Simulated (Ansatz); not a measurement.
Exact exchange and the HOMO–LUMO gap of C2H6S2 (dimethyl disulfide)

C2H6S2 has 10 atoms, charge 0, and is taken as a singlet. As SMILES, `CSSC`. The shape is that of a PBE0-D4/def2-TZVP optimisation. This is one conformer, not always the lowest.

The HOMO–LUMO gap y, in eV, basis cc-pVDZ; a is the functional's share of exact exchange. Programs: Ansatz 0.2.0.

```
functional  program     a  y (eV)
       PBE   Ansatz     0    4.52
    revPBE   Ansatz     0    4.55
     B3LYP   Ansatz   0.2    6.30
      PBE0   Ansatz  0.25    6.74
   r2SCAN0   Ansatz  0.25       ?
     BHLYP   Ansatz   0.5    8.99
```

Task: Fit y = c + s·a to the known rows and predict r2SCAN0.

Result: 
1. Means of the 5 rows: a = 0.1900, y = 6.220.
2. Σ(Δa)² = 0.172, Σ(Δa·Δy) = 1.531, so the slope is 1.531/0.172 = 8.9012.
3. Intercept: 6.220 − (8.9012) × 0.1900 = 4.529. The largest residual of the fit is 0.021.
4. r2SCAN0: 4.529 + (8.9012) × 0.25 = 6.75 eV.

The run gave 7.01 eV, so the prediction is off by -0.26 eV, more than the largest residual. Exact exchange lowers occupied levels and raises empty ones. The rows mix families of semi-local functionals, which the line can't see.
